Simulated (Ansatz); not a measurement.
## Property card for SiC

The calculation used DFT r2SCAN, scalar-relativistic, plane waves, PAW in Ansatz.

Plane waves to 500 eV, a k mesh through Γ of 12×12×2 on the computed 16-atom cell and Gaussian smearing (0.02 eV); no spin polarisation.

The structure is relaxed at this level of theory with its symmetry kept.

It takes space group P6_3mc (No. 186, hexagonal). Conventional cell: a = 3.079 Å, b = 3.079 Å, c = 20.138 Å, α = 90.00°, β = 90.00°, γ = 120.00°. Si (site symmetry 3m) has 4 C at 1.89 Å as nearest neighbours. Around Si (site symmetry 3m) lie 4 C at 1.88 to 1.89 Å. Around Si (site symmetry 3m) lie 4 C at 1.89 Å. Si (site symmetry 3m) is surrounded by 4 C at 1.88 to 1.89 Å. C (site symmetry 3m) is surrounded by 4 Si at 1.89 Å. C (site symmetry 3m) has 4 Si at 1.88 to 1.89 Å as nearest neighbours. C (site symmetry 3m) has 4 Si at 1.88 to 1.89 Å as nearest neighbours. C (site symmetry 3m) has 4 Si at 1.89 Å as nearest neighbours.

| Property | Result |
| --- | --- |
| Volume per atom | 10.33 Å³ |
| Formation energy from the elements' standard states (uncorrected) | -0.300 eV/atom |
| Generalised Kohn–Sham band gap | 2.13 eV, indirect from Γ to M |
| Löwdin character of the top 1 eV of the valence band | C 2p 83 %, Si 3p 13 % |
| Löwdin character of the lowest 1 eV of the conduction band | Si 3p 48 %, C 2s 24 %, C 2p 9 %, unprojected 16 % |
| Electron masses at the edge by Cartesian direction of the standard setting (m_e; degenerate bands sorted by energy; no spin-orbit coupling) | x: 0.23; y: 0.55; z: 0.52 |
| Hole masses at the edge by Cartesian direction of the standard setting (m_e; degenerate bands sorted by energy; no spin-orbit coupling) | x: 3.6, 0.29, 1.5; y: 3.8, 0.29, 1.5; z: 1.6, 1.6, 0.20 |
| Bulk modulus | 227 GPa |
| Its pressure derivative | 3.9 |
| Electronic dielectric constant xx, yy, zz of the standard setting (independent particles) | 6.6, 6.6, 6.7 |

Cost: 12 runs of about 43 core-minutes in all, on Oxide Virtual Turin-like Processor (Zen 5) (shared hosts).